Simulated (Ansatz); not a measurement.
Reaction (formal exchange of groups at a C–F bond): `C=CC(=C)CF` + CH₄ → `C=CC(=C)CC` + H–F

Isolated molecules relaxed with PBE0-D4/def2-TZVP in Ansatz; ΔE leaves out vibrations. CCSD(T)/CBS adds triple-zeta CCSD(T) − MP2 to the extrapolated MP2 energy (def2 sets, frozen cores). This one scheme is used for every species. Functionals use def2-TZVPP. One conformer a species, not always the lowest.

`C=CC(=C)CF`:

Cartesian coordinates in Å:
```
C 1.946 0.460 -0.183
C 0.812 0.180 -0.825
C -0.473 -0.116 -0.207
C -1.550 -0.384 -0.946
C -0.534 -0.106 1.288
F -1.795 -0.400 1.753
H 2.858 0.668 -0.728
H 2.013 0.493 0.899
H 0.814 0.163 -1.912
H -1.487 -0.387 -2.028
H -2.506 -0.605 -0.492
H -0.255 0.881 1.676
H 0.158 -0.846 1.704
```

CH₄:

Cartesian coordinates in Å:
```
C 0.000 0.000 0.000
H -0.835 -0.696 -0.071
H 0.013 0.452 0.991
H -0.112 0.779 -0.753
H 0.934 -0.536 -0.167
```

`C=CC(=C)CC`:

```xyz
16

C    -1.352   -1.613   -0.497
C    -1.099   -0.880    0.587
C     0.070   -0.032    0.803
C     0.223    0.582    1.980
C     1.066    0.149   -0.306
C     0.581    1.107   -1.391
H    -2.243   -2.225   -0.561
H    -0.685   -1.633   -1.351
H    -1.808   -0.907    1.411
H     1.084    1.208    2.186
H    -0.510    0.472    2.772
H     2.000    0.527    0.119
H     1.301   -0.823   -0.751
H     0.411    2.102   -0.975
H    -0.358    0.769   -1.834
H     1.320    1.195   -2.191
```

H–F:

Cartesian coordinates in Å:
```
F -0.148 0.400 0.173
H 0.148 -0.400 -0.173
```

Problem. Is it downhill or uphill in electronic energy at CCSD(T)/CBS, and by how much? (Best estimate.)

Solution. Ansatz gave: Downhill: ΔE = -41.8 kJ/mol.

Problem. What do these levels give: PBE0-D4, ωB97X-V, ωB97M-V, B2PLYP, r2SCAN, MP2/def2-TZVPP? (Estimate.)

Solution. Ansatz gave: PBE0-D4 -32.9, ωB97X-V -25.4, ωB97M-V -28.3, B2PLYP -26.0, r2SCAN -21.7, MP2/def2-TZVPP -48.6 kJ/mol.

Largest T1 diagnostic among the species: 0.011.

In def2-TZVPP, CCSD(T) changes the Hartree–Fock value by −25.1 kJ/mol (the triples alone add −2.3 kJ/mol) and MP2 by −36.0 kJ/mol. From PBE to PBE0 (25 % exact exchange), in def2-TZVPP and without D4, ΔE moves by −4.7 kJ/mol.
